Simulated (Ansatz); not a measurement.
Ge–O–GeH, doublet: reading a ladder of total energies

Geometry: a PBE0/def2-TZVP stationary point for this spin, not checked as a minimum.

```xyz
4

Ge    0.0000   -0.3865    2.2544
O     0.0002   -0.3297    0.5140
Ge    0.0000   -0.4400   -1.2809
H    -0.0001    1.1562   -1.4874
```

Basis cc-pVDZ; Ansatz 0.2.0. Correlated methods freeze the noble-gas cores and the filled d shells of p-block atoms, which leaves 15 electrons in 44 orbitals. R marks a restricted (for open shells ROHF) determinant, U an unrestricted one. No spin–orbit coupling is included, and no scalar relativity.

Full CI isn't at hand for all of this; UCCSDT(Q) serves as the reference, and is uncertain by about the last step of the cluster series.

Runs differ by some tens of microhartree through their thresholds and, for an open shell, their frozen cores, so steps under 0.03 kcal/mol mean nothing.

| level | total energy (hartree) |
| --- | --- |
| UHF | -4226.105325 |
| UMP2 | -4226.426083 |
| UCCSD | -4226.454264 |
| UCCSD(T) | -4226.466073 |
| UCCSDT | -4226.467346 |
| UCCSDT(Q) | -4226.468866 |

What is the correlation energy at UCCSDT(Q), and what share of it do UMP2 and UCCSD(T) recover?

E(corr) = -4226.468866 − (-4226.105325) = -0.363541 hartree = -9.892 eV. UMP2: -0.320758 / -0.363541 = 88.23 %. UCCSD(T): -0.360748 / -0.363541 = 99.23 %.

By how many kcal/mol does UCCSD(T) miss UCCSDT(Q) (1 hartree = 627.509 kcal/mol), and which steps make up the rest?

-4226.466073 − (-4226.468866) = 0.002793 hartree = 1.75 kcal/mol. Steps: UCCSDT − UCCSD(T) = -0.80, UCCSDT(Q) − UCCSDT = -0.95 kcal/mol. Differences between like states or geometries often cancel part of this.
